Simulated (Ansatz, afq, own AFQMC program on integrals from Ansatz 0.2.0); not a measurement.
# BH₄, doublet: AFQMC among the cluster methods

```xyz
5

B     0.0000    0.0000    0.0000
H     0.8215    1.6096    1.6059
H    -0.8406   -1.6000    1.6055
H    -0.8178    1.6019   -1.6154
H     0.8369   -1.6114   -1.5960
```

Basis 6-31G. Only valence electrons are correlated. Integrals, coupled cluster, full CI and functionals: Ansatz 0.2.0; the random walks run on the same integrals in our own AFQMC program. ph-AFQMC/CISD is guided by a CISD state made of CCSD amplitudes; releasing the constraint for a short imaginary time cuts its bias at the price of noise, slowly where states lie close. Error bars are statistical, one sigma.

Determinant: UHF, the one that the program's search chose, which needn't be the lowest solution. The geometry is a point of a scan.

Full CI on the same integrals is exact in this basis and with this determinant's frozen core.

Cautions: strong correlation (T1 0.089, weight of the determinant 0.68, largest double 0.23); unrestricted determinant spin contaminated (⟨S²⟩ 2.53 against 0.75); CCSD(T) is in doubt: in a space of 7 electrons in 8 natural orbitals full CI lies 193 meV below it; the released energies are still falling, so no released level is given (meV from the phaseless value at times in 1/Eh: -5 ± 8 at 0.24, -21 ± 5 at 0.51, -30 ± 4 at 0.99, -46 ± 6 at 1.62, -48 ± 4 at 2.40).

The T1 diagnostic is 0.0886, the weight of the determinant in the CISD state is 0.682 and the ⟨S²⟩ of the determinant is 2.527. The size of the correlated space is 7 electrons in 16 orbitals.

| level | correlation energy (eV) |
| --- | --- |
| MP2 | -0.7063 |
| CCSD | -1.7655 |
| CCSD(T) | -1.8318 |

(1) Estimate where phaseless AFQMC with a CISD trial lies against CCSD(T) on the same integrals.

(1) 100.0 ± 4.9 meV below CCSD(T).

Reference: full CI, correlation energy -2.112 eV. The cautions show a poor starting determinant, so the rows tell how each method copes with it here, and full CI is the sure value.

```csv
level,E − E(reference) (meV),share of correlation (%)
CCSD(T),279.8,86.75
CCSDT,117.3,94.45
CCSDT(Q),75.8,96.41
CCSDTQ,13.1,99.38
ph-AFQMC/HF,307.7 ± 10.3,85.43
ph-AFQMC/CISD,179.8 ± 4.9,91.48
```

CCSDT and higher add their correlation energy to the determinant of the CCSD(T) run, since their own runs factorise the integrals more tightly (a shift of under 2 meV).
